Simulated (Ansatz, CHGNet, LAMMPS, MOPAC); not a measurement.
How well does each level of theory give the lattice parameter a of rock-salt LiBr?

Reference value: 5.459 Å (measured, low temperature, not corrected to a static lattice; as tabulated in Doll and Stoll (1998), arXiv:cond-mat/9801031).

```json
[
 {"level (code)": "ionic model catlow1977 (shell model, LAMMPS)", "value (Å)": "5.393"},
 {"level (code)": "PM7 semi-empirical Hartree-Fock (MOPAC) (MOPAC)", "value (Å)": "5.470"},
 {"level (code)": "CHGNet 0.3.0 (CHGNet)", "value (Å)": "5.511"},
 {"level (code)": "LDA (Ansatz)", "value (Å)": "___"},
 {"level (code)": "PBE (Ansatz)", "value (Å)": "5.511"},
 {"level (code)": "rVV10 (Ansatz)", "value (Å)": "___"},
 {"level (code)": "PBE0 (Ansatz)", "value (Å)": "5.469"}
]
```

Task: What belongs in the gaps?

Result: 
- LDA (Ansatz, a first-principles code), value (Å): 5.310
- rVV10 (Ansatz), value (Å): 5.480

Differences against the reference: ionic model catlow1977 -1.21 %, PM7 semi-empirical Hartree-Fock (MOPAC) +0.20 %, CHGNet 0.3.0 +0.95 %, LDA -2.73 %, PBE +0.95 %, rVV10 +0.38 %, PBE0 +0.18 %.

Leaving aside ionic model catlow1977, which can be fitted to such values or carry a doubt: Nearest, and too close to rank with a margin of 0.67 % (twice that across the reference) picked here for doubts on the reference and the settings, and for temperature and zero-point motion: PBE0 (+0.18 %), PM7 semi-empirical Hartree-Fock (MOPAC) (+0.20 %), rVV10 (+0.38 %). LDA (-2.73 %) misses by most. Within 1 %: PM7 semi-empirical Hartree-Fock (MOPAC), CHGNet 0.3.0, PBE, rVV10, PBE0. The lowest first-principles rung that does so: DFT without exact exchange (PBE, rVV10).

The reference has no zero-point or thermal correction, while the calculations are for a static lattice, so the differences are not the levels' errors alone. A static lattice is as a rule a little smaller than the measured one.  PM7 semi-empirical Hartree-Fock (MOPAC): the method was fitted mainly to molecules. PM7 semi-empirical Hartree-Fock (MOPAC): the run uses a supercell at the zone centre in place of a k mesh. Cutoffs and k meshes differ between the levels. Ansatz's density-functional and Hartree–Fock values are scalar-relativistic unless marked +SOC, with PAW data made under PBE.

Empirical potentials (ionic model catlow1977) are fitted to chosen data, which need not cover the solid at hand: agreement can be built in, and what lay outside the fit can be far off. Machine-learned potentials (CHGNet 0.3.0) are trained on DFT data, which may include these solids.

Differences are worked out from the printed values.
